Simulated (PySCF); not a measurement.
Isomers of C2H4S, one conformer each. The calculation used core-valence-separated Tamm–Dancoff BHandHLYP/aug-pcX-1 (pcseg-1 on H, def2-SVPD on S) in PySCF, non-relativistic, gas phase, PBE0-D3(BJ)/def2-SVP geometry. The energies are unshifted.

P. `C(S)=C` (ethenethiol)
Q. `C1SC1` (thiirane)

Main lines, eV (oscillator strength):
1. C K: 284.7 (0.113), 286.8 (0.020), 287.1 (0.054), 288.0 (0.024)
2. C K: 282.7 (0.055), 283.4 (0.065), 285.7 (0.012), 286.0 (0.012), 286.1 (0.050)
Listed: the first five lines at most of each edge with a tenth or more of its strongest line's intensity; roots within 0.03 eV on the same or equivalent atoms are summed. Only the lowest roots were sought, and the top ones are left out.

Which spectrum belongs to which isomer?

1 = Q, 2 = P.
- P: first C line listed at 282.7 eV, hole on the terminal =CH2 carbon (1s→π*).
- Q: first C line listed at 284.7 eV, hole on the sp3 carbon bound to sulfur.

What are the ground-state energies of the isomers at BHandHLYP/aug-pcX-1 (pcseg-1 on H, def2-SVPD on S), relative to the lowest?

P 0.0, Q 0.9 kJ/mol (electronic energies on these geometries, no dispersion or zero-point terms).
